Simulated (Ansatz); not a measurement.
## Ansatz (development build ahead of 0.2.0) run

```yaml
crystal:
  periodic: [false, false, false]
  atoms:
    - { symbol: Si, position_ang: [0.0, 0.0, 0.0] }
    - { symbol: "N", position_ang: [0.0, 0.0, 1.572] }
basis:
  gaussian: { orbitals: def2-SVP }
magnetization:
  initial_magnetization: 1
hamiltonian:
  xc: hf
correlation:
  method: mp2
  frozen_orbitals: { "N": 1, Si: 5 }
```

The input is written out in the form of the current development build from the run's settings. Correlation on restricted open-shell orbitals is semicanonical, with singles.

The run gave:

* Converged: yes
* Reference energy: -343.12426 hartree
* Correlation energy: -0.20452 hartree
* Total energy: -343.32877 hartree
* Spin squared of the determinant: 0.750
* Stability test: minimum among restricted orbitals
* Occupied orbitals by symmetry in an Abelian subgroup (alpha; beta): 7 A1 2 B1 2 B2; 7 A1 1 B1 2 B2

Messages of the program:
```
mean field -9336.88665894 eV, -343.1242559471 hartree, gradient 1.2e-6 eV, S^2 0.750000; 10 other ends of a descent, 0 dependent functions left out
```

Caution: this determinant is likely not that of the ground state; the determinant may break the point group; another reference gives a lower total.
